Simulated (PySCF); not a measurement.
Species: C2H3O2, net charge 0, doublet state. It need not be the lowest isomer of its formula. 
Geometry from a B3LYP-D3(BJ)/def2-TZVP (Ansatz) optimisation:
```xyz
7

C     -0.9614    -0.0741     0.0045
O     -0.8574    -1.2555    -0.0092
O     -0.0521     0.8706     0.0100
C      1.3414     0.4223    -0.0028
H      1.9343     1.3307     0.0041
H      1.5358    -0.1804     0.8822
H      1.5258    -0.1605    -0.9030
```
Charge 0, spin multiplicity 2.

Dispersion corrections to the total energy (kcal/mol) from the dftd3 and dftd4 libraries through PySCF: D3(BJ) without and D4 with the three-body term, each with the damping fitted for the functional named.

| functional | D3(BJ) | D4 |
|---|---|---|
| PBE0 | -1.84 | … |
| PBE | -2.23 | -2.09 |
| HSE06 | -1.28 | -1.57 |
| CAM-B3LYP | … | -1.70 |
| B3LYP | -3.77 | -3.36 |
| TPSSh | -2.47 | -2.58 |
| PW6B95 | … | -1.83 |

Problem. Fill in the missing entries.

Solution. 
- PBE0, D4: -1.72
- CAM-B3LYP, D3(BJ): -1.55
- PW6B95, D3(BJ): -0.95
